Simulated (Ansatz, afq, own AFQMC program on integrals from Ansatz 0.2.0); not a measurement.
## AlPH, doublet: AFQMC among the cluster methods

```xyz
3

Al    0.0000    0.0000    0.1876
P     0.0000    0.0000   -1.9566
H     0.0000    0.0000    1.7690
```

Connectivity, by distances: AlH–P.

Basis 6-31G. Noble-gas cores (and the filled d shells of Ga–Kr and In–Xe) are frozen. AFQMC by an in-house program on the Cholesky factors that Ansatz 0.2.0 writes for its CCSD(T) run. The CISD trial takes its coefficients from CCSD amplitudes. Released means that phaseless walkers are propagated on without the constraint, phases kept. Error bars are statistical, one sigma.

Determinant: ROHF, the one that the program's search chose, which needn't be the lowest solution. The geometry is a point of a scan.

Full CI on the same integrals is exact in this basis and with this determinant's frozen core.

Cautions: the released energies have errors that jump between times, so the bars are unsure, so no released level is given (meV from the phaseless value at times in 1/Eh: 9 ± 13 at 0.24, -3 ± 3 at 0.51, -5 ± 4 at 0.99, -6.3 ± 2.4 at 1.62, -9.0 ± 2.3 at 2.40), though the last usable value meets full CI within the noise; the ph-AFQMC/HF walk drifts between its halves (2.6 errors).

```
T1 diagnostic                               : 0.0366
weight of the determinant in the CISD state : 0.886
size of the correlated space                : 9 electrons in 18 orbitals
```

| level | correlation energy (eV) |
| --- | --- |
| MP2 | -2.1101 |
| CCSD | -2.6421 |
| CCSD(T) | -2.7442 |

Q: Estimate where phaseless AFQMC with a CISD trial lies against CCSD(T) on the same integrals.

A: 2.2 ± 0.4 kJ/mol below CCSD(T).

Reference: full CI, correlation energy -2.779 eV.

```
        level  E − E(reference) (kJ/mol)  share of correlation (%)
      CCSD(T)                        3.4                     98.73
        CCSDT                        0.4                     99.86
     CCSDT(Q)                        0.2                     99.94
       CCSDTQ                        0.0                    100.01
  ph-AFQMC/HF                 -0.6 ± 2.1                    100.23
ph-AFQMC/CISD                  1.2 ± 0.4                     99.56
```

CCSDT and higher add their correlation energy to the determinant of the CCSD(T) run, since their own runs factorise the integrals more tightly (a shift of under 2 meV). A walk keeps the symmetry of its determinant, which the program's search chose and which needn't be the lowest solution, so a lower state of the same spin and another symmetry isn't excluded.
